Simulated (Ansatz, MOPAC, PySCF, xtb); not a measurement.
Barrier height from CH3 (SMILES [CH3]) + H2O (SMILES O) to the transition structure CH5O, without zero-point energy, on the benchmark's geometries as Psi4's copy of the set gives them.
Transition structure (charge 0, multiplicity 2):
| atom | x (Å) | y (Å) | z (Å) |
|---|---|---|---|
| C | -1.2115 | 0.0080 | 0.0004 |
| O | 1.2940 | -0.1087 | 0.0001 |
| H | 0.0095 | -0.1180 | 0.0028 |
| H | -1.5255 | -0.2333 | 1.0101 |
| H | -1.4307 | 1.0332 | -0.2781 |
| H | -1.5527 | -0.7101 | -0.7377 |
| H | 1.4166 | 0.8499 | -0.0006 |

Open shells are unrestricted; no spin–orbit coupling.

The state that PM3 reach isn't checked.

Programs: Ansatz (an electronic-structure program) with Gaussian orbitals; MOPAC for PM3 (differences of heats of formation); PySCF for the dispersion terms; xtb for the GFN methods. Each number belongs to the level named beside it. The GFN methods have no spin term and hold the electronic entropy of 300 K.

**Question.** One of these levels gives 41.2 kJ/mol for the barrier height. Which one is it?
A. revPBE-D4/def2-TZVPPD
B. GFN2-xTB
C. SVWN5/def2-TZVPPD
D. PM3

**Answer.** A, revPBE-D4/def2-TZVPPD. The others give 109.4 (PM3), -9.1 (GFN2-xTB), 9.5 (SVWN5/def2-TZVPPD)
